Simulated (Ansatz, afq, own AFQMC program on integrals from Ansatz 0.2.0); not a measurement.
**AlGe, quartet → AlGe, sextet**

```xyz
2

Ge    0.0000    0.0000    0.0000
Al    0.0000    0.0000    2.4669
```

E(sextet, charge +0) − E(quartet, charge +0) at this geometry, on UHF and UHF determinants.

Basis cc-pVTZ. Only valence electrons are correlated. Integrals, coupled cluster, full CI and functionals: Ansatz 0.2.0; the random walks run on the same integrals in our own AFQMC program. The CISD trial takes its coefficients from CCSD amplitudes. Released means that phaseless walkers are propagated on without the constraint, phases kept. Uncertainties: one standard error, sampling alone. No spin–orbit coupling. The errors of all members are added in quadrature.

No full CI on the walks' own integrals is used here; CCSDT(Q) serves as the reference and is uncertain by about the last step of the cluster series. Each member takes its own surest rung, up to full CI.

Errors are counted within cc-pVTZ, not against nature.

Cautions: inner d shell frozen; no relativity below Rb; no spin-orbit coupling; AlGe (quartet): lower spins were not checked, the released energies are still falling, so no released level is given (meV from the phaseless value at times in 1/Eh: -4 ± 3 at 0.24, -9 ± 3 at 0.51, -17 ± 3 at 0.99, -21.0 ± 2.1 at 1.62, -23.9 ± 2.2 at 2.40), its ph-AFQMC/CISD value lies 35 ± 3 meV above CCSDT(Q); AlGe (sextet): another spin lies lower, the released energies have errors that jump between times, so the bars are unsure, so no released level is given (meV from the phaseless value at times in 1/Eh: -2.5 ± 1.5 at 0.24, -36 ± 31 at 0.51, -9.4 ± 1.0 at 0.99, -2 ± 8 at 1.62, -12.0 ± 1.6 at 2.40), its ph-AFQMC/CISD value lies 15.8 ± 2.0 meV above CCSDT(Q); core correlation is missing, and it shifts such a gap most where an s electron is promoted.

```tsv
level	vertical spin gap (eV)
HF	2.625
MP2	3.515
```

From these cheaper values, estimate the vertical spin gap at the reference level in cc-pVTZ.

3.784 eV (CCSDT(Q) in cc-pVTZ).

```csv
level,vertical spin gap (eV),error against CCSDT(Q) (eV)
CCSD,3.688,-0.096
CCSD(T),3.763,-0.021
CCSDT,3.777,-0.007
ph-AFQMC/CISD,3.765 ± 0.004,-0.019 ± 0.004
```

Correlation beyond CCSD(T) adds 0.021 eV. The perturbative (T) step is worth +0.075 eV.

A walk keeps the symmetry of its determinant, which the program's search chose and which needn't be the lowest solution, so a lower state of the same spin and another symmetry isn't excluded.
